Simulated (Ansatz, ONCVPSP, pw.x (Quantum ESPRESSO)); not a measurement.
**Sc (Z = 21): does the ONCV potential hold in the solid?**

ONCVPSP 4.0.1 input, shortened (lines: element, Z, core and valence counts, functional; n l f; lmax; l rc ep ncon nbas qcut; lloc lpopt rc5 dvloc0; l nproj debl; icmod fcfact rcfact), PBEsol, scalar-relativistic:

```
  Sc 21.00    5    2  -116133      upf
    1    0    2.00
    2    0    2.00
    2    1    6.00
    3    0    2.00
    3    1    6.00
    3    2    1.00
    4    0    2.00
    2
    0    3.10    0.00    4    8    2.00
    1    2.40    0.02    4    9    3.50
    2    2.40    0.00    5   10    5.60
    4    5    1.55   -1.00
    0    1    2.80
    1    2    1.70
    2    2    1.30
    2    0.60    0.65
```

Atomic tests: cutoffs needed: 14 Ha and 31 Ha (the cutoffs (Ha) at which the residual kinetic energy of the hardest occupied pseudo-wave falls to 1 and 0.1 mHa per electron) The cutoffs count occupied waves only; projector 2 of the p channel, the hardest unoccupied one, needs 53 Ha at the loose tolerance.; ghost test: ghosts flagged at negative energy: s at -56.1 eV, p at -20.2 eV; no localised positive-energy state flagged; a true bound ghost makes a file unfit for plane-wave use; largest excitation error: +29 meV (all-electron minus pseudo) for 3d0 4s2, out of 4 test configurations.

Crystal test: sc Sc in pw.x 7.5, no spin, 11³ k-points, Fermi–Dirac smearing 0.01 Ry, cutoffs 75/300 Ry. The lattice is a test structure that the element need not adopt, and mesh and smearing are coarse.

pw.x input:

```
&control
  calculation='scf', prefix='x', pseudo_dir='./', outdir='./tmp', tstress=.true., disk_io='none'
/
&system
  ibrav=0, nat=1, ntyp=1, ecutwfc=75, ecutrho=300, nbnd=8,
  occupations='smearing', smearing='fd', degauss=0.01
/
&electrons
  conv_thr=1e-09, mixing_beta=0.4, electron_maxstep=70
/
ATOMIC_SPECIES
Sc 1.0 Sc.UPF
CELL_PARAMETERS angstrom
  2.91999656 0.00000000 0.00000000
  0.00000000 2.91999656 0.00000000
  0.00000000 0.00000000 2.91999656
ATOMIC_POSITIONS crystal
Sc 0.0000 0.0000 0.0000
K_POINTS automatic
11 11 11 0 0 0
```

```bash
pw.x < Sc.scf.in > Sc.scf.out
```

Problem. How does the run end?

Solution. It converges; the pressure is 10.37 GPa against 0.03 GPa from all-electron LAPW. The largest radius (3.10 bohr) exceeds half the bond length (2.76 bohr), so the spheres overlap, which is one possible source of error among others. This is a poor potential for the solid. Note: ghosts flagged at negative energy: s at -56.1 eV, p at -20.2 eV; no localised positive-energy state flagged. A true bound ghost makes a file unfit for plane-wave use. The log shows:

```
     number of electrons       =         3.00
     number of Kohn-Sham states=            8
     kinetic-energy cutoff     =      75.0000  Ry
     charge density cutoff     =     300.0000  Ry
     scf convergence threshold =      1.0E-09
     Exchange-correlation= PBESOL
     number of k points=    56  Fermi-Dirac smearing, width (Ry)=  0.0100
     iteration #  1     ecut=    75.00 Ry     beta= 0.40
     total energy              =     -11.13257602 Ry
     estimated scf accuracy    <       5.24417254 Ry
     iteration #  2     ecut=    75.00 Ry     beta= 0.40
     total energy              =     -10.63846636 Ry
     estimated scf accuracy    <       0.98247531 Ry
     iteration #  3     ecut=    75.00 Ry     beta= 0.40
     total energy              =     -10.79110869 Ry
     estimated scf accuracy    <       0.02490666 Ry
     iteration #  4     ecut=    75.00 Ry     beta= 0.40
     total energy              =     -10.79291567 Ry
     estimated scf accuracy    <       0.00156979 Ry
     iteration #  5     ecut=    75.00 Ry     beta= 0.40
     total energy              =     -10.79315067 Ry
     estimated scf accuracy    <       0.00002285 Ry
     iteration #  6     ecut=    75.00 Ry     beta= 0.40
     total energy              =     -10.79315210 Ry
     estimated scf accuracy    <       0.00001324 Ry
     iteration #  7     ecut=    75.00 Ry     beta= 0.40
     the Fermi energy is     2.1933 ev
!    total energy              =     -10.79315296 Ry
     estimated scf accuracy    <          8.1E-10 Ry
     smearing contrib. (-TS)   =      -0.00288045 Ry
     The total energy is F=E-TS. E is the sum of the following terms:
     one-electron contribution =      -3.68388049 Ry
     hartree contribution      =       3.18937374 Ry
     xc contribution           =      -5.66805534 Ry
     ewald contribution        =      -4.62771042 Ry
     convergence has been achieved in   7 iterations
          total   stress  (Ry/bohr**3)                   (kbar)     P=      103.70
     Message from routine punch:
     Nothing written, as per user request (disk_io='none')
```
